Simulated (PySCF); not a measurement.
H3Si, SMILES [SiH3] (connectivity only; charge and spin as stated), charge +1, multiplicity 1. Atoms are numbered in the order given.

```xyz
4

Si     0.0000     0.0000     0.0000
H     -1.4677     0.0000     0.0000
H      0.7338     1.2711     0.0000
H      0.7338    -1.2711     0.0000
```
Charge +1, spin multiplicity 1.

The structure is a stationary point at B3LYP-D3(BJ)/def2-TZVPD. The spin state was assumed, not searched. The isomer is the one that the SMILES or the coordinates give; other isomers of the formula were not compared.

These are PySCF with M06-2X/def2-TZVPD values and carry that method's errors.

Gas-phase values at a fixed geometry.

Computed frontier levels, gap, dipole moment and polarisability:
| Quantity | Value |
|---|---|
| highest occupied level | -18.97 eV |
| lowest empty level | -9.34 eV |
| orbital gap | 9.63 eV |
| dipole moment about the centre of nuclear charge | 0.00 D |
| mean static polarisability | 20.0 bohr³ (2.96 Å³) |
| polarisability, principal values | 16.1, 21.9, 21.9 bohr³ |
